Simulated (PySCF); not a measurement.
CHCl₃, SMILES ClC(Cl)Cl.

Geometry optimised at TPSSh-D3(BJ)/def2-SVP.

Two levels are set side by side: TDDFT-PBE/def2-SVPD (PySCF) and TDDFT-LC-ωPBE/def2-SVPD (PySCF). Vertical, same geometry. The lowest singlet is HOMO→LUMO 99 % with PBE and HOMO→LUMO 81 % with the other functional; states are paired by order. Differences are taken from unrounded values.

```csv
quantity,TDDFT-LC-ωPBE
lowest singlet excitation (eV),6.83
lowest triplet excitation (TDA) (eV),6.07
```

What does TDDFT-PBE give, and how far is it from TDDFT-LC-ωPBE? (An estimate is asked for; the answer gives what the named calculation found.)


```tsv
quantity	TDDFT-PBE	TDDFT-PBE minus TDDFT-LC-ωPBE
lowest singlet excitation (eV)	5.55	-1.28
lowest triplet excitation (TDA) (eV)	5.18	-0.89
```

Functionals without exact exchange tend to place singlet excitations lower, as here. Differences between two approximate levels are no errors against the true value.

Rough cost on one machine, each run with all the roots and properties that it gave: TDDFT-LC-ωPBE against TDDFT-PBE about 7 times.
